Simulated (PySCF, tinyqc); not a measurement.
Worked calculation: CID on RHF in the sto-6g basis, frozen core, for HF, spin multiplicity 1. The lowest restricted solution is unstable here: a spin-polarised one lies 0.0815 hartree lower (PySCF). One step of it, computed by the program tinyqc.

Problem. CID: roots. Diagonalise (each vector has its largest component positive (the first on a tie)); all determinants have Ms = 0, so triplets appear too. The lowest singlet root is the correlation energy.

Occupation strings over the orbitals (2 doubly, a alpha, b beta, 0 empty; spin orbitals ordered 1a 1b 2a 2b ...): 222220 222202 2a22b2 222022 220222 2b22a2 202222

H - E(HF) between determinants (hartree), order 222220, 222202, 2a22b2, 222022, 220222, 2b22a2, 202222:
```
[[0.000000, 0.271130, -0.019812, 0.027090, 0.027090, 0.019812, 0.090809],
 [0.271130, 0.514999, 0.041340, 0.030331, 0.030331, -0.041340, 0.116157],
 [-0.019812, 0.041340, 1.394451, 0.016127, 0.016127, -0.116157, 0.077554],
 [0.027090, 0.030331, 0.016127, 0.648961, 0.053789, -0.016127, 0.193329],
 [0.027090, 0.030331, 0.016127, 0.053789, 0.648961, -0.016127, 0.193329],
 [0.019812, -0.041340, -0.116157, -0.016127, -0.016127, 1.394451, -0.077554],
 [0.090809, 0.116157, 0.077554, 0.193329, 0.193329, -0.077554, 2.497806]]
```

Give: lowest roots of this matrix, relative to E(HF); lowest vectors; <S^2> of these roots; weight of the ground state by excitation level 0, 1, 2, ....

Solution.

lowest roots of this matrix, relative to E(HF) (hartree): [-0.1188, 0.5952, 0.6014, 0.6791, 1.2783, 1.5011, 2.5634]

lowest vectors, order 222220, 222202, 2a22b2, 222022, 220222, 2b22a2, 202222:
```
[[0.9190, 0.0000, 0.3379, 0.1975],
 [-0.3922, 0.0000, 0.8126, 0.4238],
 [0.0220, 0.0000, -0.0180, -0.0247],
 [-0.0134, 0.7071, -0.3353, 0.6135],
 [-0.0134, -0.7071, -0.3353, 0.6135],
 [-0.0220, 0.0000, 0.0180, 0.0247],
 [-0.0138, 0.0000, 0.0039, -0.1653]]
```

<S^2> of these roots: [0.0000, 0.0000, 0.0000, 0.0000, 2.0000, 0.0000, 0.0000]

weight of the ground state by excitation level 0, 1, 2, ...: [0.8446, 0.0000, 0.1554]

The reference has a weight of only 0.84: one determinant is a poor start here.
